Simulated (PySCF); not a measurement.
How well do the runs reproduce experiment for propane?

**Experimental background.**

NIST CCCBDB Release 22 (SRD 101), experimental dipoles lists, for the gas: dipole moment (microwave Stark effect) 0.084 D.

NIST CCCBDB Release 22 (SRD 101), experimental polarizabilities lists, for the gas: mean polarisability 5.921 Å³.

The results are set against them at the end.

Propane, C3H8.
Atom-mapped SMILES: `[CH3:1][CH2:2][CH3:3]` (hydrogens: H4, H5, H6 on C1; H7, H8 on C2; H9, H10, H11 on C3)

Structure used (PBE0-D3(BJ)/def2-TZVP), in Å, numbered top down from 1:
```xyz
11
C3H8 angstrom
C     -1.261    0.211   -0.094
C     -0.010   -0.515    0.369
C      1.258    0.058   -0.240
H     -2.162   -0.203    0.365
H     -1.216    1.273    0.161
H     -1.378    0.139   -1.180
H      0.056   -0.470    1.461
H     -0.089   -1.578    0.115
H      1.231   -0.001   -1.332
H      2.148   -0.477    0.099
H      1.381    1.112    0.028
```

The PySCF runs (gas phase, on this PBE0-D3(BJ)/def2-TZVP geometry; no spin–orbit coupling):

```
                              level                                                                                         job  basis functions  wall time
PBE0-D3(BJ)/def2-TZVP, grid level 2                                geometry optimisation from a GFN2-xTB start shaken at random              141       17 s
                     B97-2/pcSseg-2                                                                                  shieldings              220       10 s
                       KT3/pcSseg-2                                                                                  shieldings              220       15 s
                      PBE0/pcSseg-2                                                     shieldings, charges and field gradients              220       11 s
                   wB97X-D/pcSseg-2                                                                                  shieldings              220       13 s
              CAM-B3LYP/aug-cc-pVTZ                          10 singlets by full TDDFT, 4 Tamm–Dancoff triplets, polarisability              322       26 s
                   PBE0/aug-cc-pVTZ  10 singlets by full TDDFT, 4 Tamm–Dancoff triplets, polarisability, dynamic polarisability              322       24 s
                wB97X-D/aug-cc-pVTZ               10 singlets by full TDDFT, 4 Tamm–Dancoff triplets, polarisability, ΔSCF ions              322    1.9 min
                        B3LYP/pcJ-2                     spin–spin couplings from 11 perturbed nuclei, spin–dipole term left out              345       21 s
                        B97-2/pcJ-2                     spin–spin couplings from 11 perturbed nuclei, spin–dipole term left out              345       21 s
                         PBE0/pcJ-2                     spin–spin couplings from 11 perturbed nuclei, spin–dipole term left out              345       21 s
```

Hardware: Arm Neoverse V2, one thread, no GPU, shared host.

**Comparison with experiment**

**Dipole moment.** Measured: 0.084 D (NIST CCCBDB Release 22 (SRD 101), experimental dipoles).

```
                level  computed (D)  computed − measured (D)
PBE0-D3(BJ)/def2-TZVP         0.089                   +0.005
       B97-2/pcSseg-2         0.091                   +0.007
         KT3/pcSseg-2         0.097                   +0.013
        PBE0/pcSseg-2         0.093                   +0.009
     wB97X-D/pcSseg-2         0.093                   +0.009
CAM-B3LYP/aug-cc-pVTZ         0.090                   +0.006
     PBE0/aug-cc-pVTZ         0.091                   +0.007
  wB97X-D/aug-cc-pVTZ         0.090                   +0.006
          B3LYP/pcJ-2         0.097                   +0.013
          B97-2/pcJ-2         0.092                   +0.008
           PBE0/pcJ-2         0.093                   +0.009
```

All 11 levels lie above the measurement. The computed dipoles belong to one fixed geometry; measured ones are averaged over vibrations unless marked μe. Magnitudes are compared, not signs.

**Mean polarisability.** Measured: 5.921 Å³ (NIST CCCBDB Release 22 (SRD 101), experimental polarizabilities).

| level | computed (Å³) | computed − measured (Å³) | % (from the printed values) |
| --- | --- | --- | --- |
| CAM-B3LYP/aug-cc-pVTZ | 6.043 | +0.122 | +2 |
| PBE0/aug-cc-pVTZ | 6.078 | +0.157 | +3 |
| wB97X-D/aug-cc-pVTZ | 6.035 | +0.114 | +2 |

Closest is wB97X-D/aug-cc-pVTZ (+0.114 Å³), furthest PBE0/aug-cc-pVTZ (+0.157 Å³); one molecule doesn't rank methods. All 3 levels lie above the measurement. The computed values are static and purely electronic, with core orbitals frozen in the response (1 au = 0.148185 Å³). The table of measured values doesn't say here whether a value is static or optical, or holds a vibrational part.

The geometry is computed, not the measured one. Where a level misses, the cause wasn't examined.
